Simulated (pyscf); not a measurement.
**Routes from H₃C–InH₂ + silanol (HO–SiH₃)**

Candidate steps break at most two bonds and form at most two. Each was searched with GFN2-xTB (tblite) first. Single points on ωB97X-D3(BJ)/def2-SVP structures (PySCF, gas phase). Energies: ωB97M-D3(BJ)/def2-TZVP, eV, from the separated reactants, singlet surface; ΔG‡ with ideal gas, 1 atm, RRHO with modes under 100 cm⁻¹ raised to 100, one conformer, R ln 2 for chiral ones without a mode under 150 cm⁻¹.

```json
[
 {"products": "H₃C–InH–O–SiH₃ + H₂", "type": "four-centre exchange", "ΔE‡": "0.39", "ΔE": "-0.45", "ΔG‡ 298 K": "0.85", "ΔG‡ 900 K": "1.89", "ν‡ (cm⁻¹)": "1277i"},
 {"products": "CH₄ + H₃Si–O–InH₂", "type": "four-centre exchange", "ΔE‡": "0.43", "ΔE": "-0.92", "ΔG‡ 298 K": "0.88", "ΔG‡ 900 K": "1.93", "ν‡ (cm⁻¹)": "1410i"}
]
```

Row 1: On the reactant side the descent ends in an adduct with a In–O contact, 0.59 eV under the separated species and 0.84 eV under the saddle at ωB97X-D3(BJ)/def2-TZVP. Row 2: On the reactant side the descent ends in an adduct with a In–O contact, 0.58 eV under the separated species and 0.90 eV under the saddle at ωB97X-D3(BJ)/def2-TZVP. On the product side the descent ends in a complex (not fully relaxed), 0.18 eV under the separated species and 1.47 eV under the saddle at ωB97X-D3(BJ)/def2-TZVP. 

Plain bond fissions and candidates not yet searched are not listed, and one of them may be faster. Each barrier is that of the saddle found; lower ones may exist. Elements past Kr carry the def2 core potentials, without spin-orbit coupling.
